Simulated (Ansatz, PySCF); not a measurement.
For diamond-structure Ge, BLYP in Ansatz (PAW) gives:

* **lattice parameter a**: 5.883 Å
* **bulk modulus**: 45.7 GPa
* **cohesive energy**: 3.25 eV/atom

### Question
What does MP2 (GTH pseudopotentials, Gaussian basis; PySCF) give for the same quantities?

### Answer

- lattice constant a: 5.659 Å (shrinks by 3.8 %)
- bulk modulus: 74.2 GPa (increases by 62 %)
- cohesive energy: 4.14 eV/atom (grows by 0.89 eV/atom)

For comparison: lattice constant a 5.644 Å (measured, static lattice: zero-point anharmonic expansion removed; as tabulated in Mejia-Rodriguez and Trickey (2018), arXiv:1807.09216); bulk modulus 77.3 GPa (measured, low-temperature value with the zero-point effect removed, our sources range from 77.3 to 79.4; as tabulated in Tanner et al. (2021), arXiv:2110.11888); cohesive energy 3.92 eV/atom (measured, zero-point vibration energy added, our sources range from 3.86 to 3.92; as tabulated in Sun et al. (2011), doi:10.1103/physrevb.84.035117).

Changes are worked out from the printed values.

Unless a cell is named, each level is at its own relaxed cell (BLYP 25.44, MP2 22.65 Å³/atom).

Caveats: the cell is over a tenth larger than the published one: the level's own overestimate first of all, though another phase or state, or a fault of the published cell, is possible (BLYP). Ansatz's density-functional and Hartree–Fock values are scalar-relativistic unless marked +SOC, with PAW data made under PBE.

Ansatz is a first-principles code.
